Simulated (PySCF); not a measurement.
**AlSi: energy against distance**

Set-up: basis Al 6-311G(d,p), Si 6-311G(d,p); no relativity; PySCF 2.14. Energies in eV from Al + Si in their ground configurations at the same level. State: ⁴Σ⁻ (quartet), unpaired electrons σ ↑, π ↑↑.

```json
{"R (Å)": "2.091", "UHF": "-0.791"}
{"R (Å)": "2.188", "UHF": "-1.184"}
{"R (Å)": "2.285", "UHF": "-1.421"}
{"R (Å)": "2.358", "UHF": "-1.522"}
{"R (Å)": "2.431", "UHF": "-1.573"}
{"R (Å)": "2.504", "UHF": "-1.586"}
{"R (Å)": "2.601", "UHF": "-1.558"}
{"R (Å)": "2.723", "UHF": "-1.473"}
{"R (Å)": "2.869", "UHF": "-1.328"}
{"R (Å)": "3.063", "UHF": "-1.103"}
```

**Question.** Put a parabola through the three lowest points of the UHF curve and estimate Re, k and ωe (reduced mass 13.74 u; 1 eV/Å² = 0.16022 mdyn/Å; ωe = 1302.8·√(k/μ) cm⁻¹).

**Answer.** Through R = 2.431, 2.504, 2.601 Å the second-order coefficient is 2.75 eV/Å², so Re ≈ 2.500 Å, k ≈ 0.880 mdyn/Å and ωe ≈ 330 cm⁻¹. A polynomial fit of higher order to the unrounded UHF energies gives Re = 2.495 Å, k = 0.918 mdyn/Å, ωe = 337 cm⁻¹; anharmonicity and rounding make the difference.

The higher-order fit for each curve: UHF: Re = 2.495 Å, ωe = 337 cm⁻¹, De = 1.59 eV.

Hartree–Fock leaves out correlation, which carries a large part of most bond energies and some tenths to 1 eV of ionisation energies. The state was picked by a PBE0 search and need not be the measured ground state.
